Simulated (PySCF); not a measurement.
Molecule: `Cl/C=C\OC`, C3H5ClO.

Geometry (Å), atoms numbered from 1 in this order:
```xyz
10

C    -1.366   -0.190   -0.477
O    -0.323   -1.100   -0.186
C     0.863   -0.643    0.246
C     1.347    0.570    0.490
Cl    0.547    2.100    0.318
H    -2.205   -0.805   -0.801
H    -1.085    0.495   -1.279
H    -1.654    0.382    0.408
H     1.526   -1.483    0.416
H     2.359    0.677    0.840
```

Frames of a GFN2-xTB Langevin trajectory at 300 K; GIAO PBE0/pcSseg-1 shieldings in PySCF 2.14, gas phase, non-relativistic; equivalent atoms averaged within each frame.

References, each an isolated molecule treated in the same way: ¹³C (σref 186.93), ¹H (σref 31.72) against TMS; H2O for ¹⁷O (σref 336.08); HCl for ³⁵Cl (σref 949.78). The references are static minima.

**Question.** How do the shifts (ppm) fluctuate along the trajectory?

**Answer.** 
```
         time (fs)     C3     C4    C1     O2  Cl5    H9  H6/H7/H8   H10
optimised geometry  151.1   99.4  60.2  111.8  130  6.29      4.32  4.93
               250  155.7  104.1  53.2   91.2  148  6.93      4.56  4.52
               425  148.8  100.6  53.9  101.2  162  7.02      4.13  4.59
               625  156.0  101.7  61.4  132.1  138  6.25      3.80  4.79
               800  154.8  108.5  59.6  114.4  168  6.18      4.37  5.49
              1000  154.2  102.8  59.7  121.2  182  7.05      4.69  4.81
    mean of frames  153.9  103.5  57.6  112.0  160  6.69      4.31  4.84
standard deviation    2.9    3.1   3.7   16.2   17  0.43      0.35  0.38
```

5 frames give an uncertainty of the mean of about the standard deviation over 2.2 at best, since frames this close in time may not be independent; classical motion lacks zero-point vibration, and the reference would need the same averaging.
